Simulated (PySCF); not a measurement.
Compound: [B(CN)H3]-, CH3BN (charge -1).
Bonds: B1–C2, C2–N3. Hydrogens: H4, H5, H6 on B1.

A GFN2-xTB structure was refined with PySCF 2.14.0, PBE0-D3(BJ)/def2-SVP geometry optimisation, gas phase. Its GFN2-xTB values:

```csv
coordinate,GFN2-xTB
B1–C2,1.555 Å
B1–H4,1.224 Å
C2–N3,1.159 Å
B1–C2–N3,179.5°
C2–B1–H4,108.6°
H4–B1–H5,110.2°
```

Q: How do these coordinates change at the PBE0-D3(BJ)/def2-SVP level?

A: 
| coordinate | PBE0-D3(BJ)/def2-SVP (Å or °) | change |
| --- | --- | --- |
| B1–C2 | 1.588 | +0.033 |
| B1–H4 | 1.240 | +0.016 |
| C2–N3 | 1.167 | +0.008 |
| C2–B1–H4 | 109.0 | +0.4 |
| H4–B1–H5 | 109.9 | -0.3 |
| B1–C2–N3 | 179.9 | +0.4 |

The energy falls by 2.3 kJ/mol over 4 energy and gradient evaluations, the largest force component goes from 0.0200 to 9.1e-05 Eh/bohr, and the atoms move by 0.024 Å rms after alignment. The bond that changes most is B1–C2 (ends: boron bonded to C and 3 H; carbon bonded to B and N), which lengthens by 0.033 Å. Bonds longer at the end by more than 0.005 Å: 5 of 5; shorter: 0. Rotational constants go from 124188, 8747, 8747 to 121769, 8478, 8478 MHz.

The run used 57 basis functions and 22 SCF cycles in all. On one thread, x86-64 server (shared host), this took 3.5 s of wall time.

Not checked by PBE0-D3(BJ)/def2-SVP frequencies. The geometry's basis has no diffuse functions, a weakness for an anion.
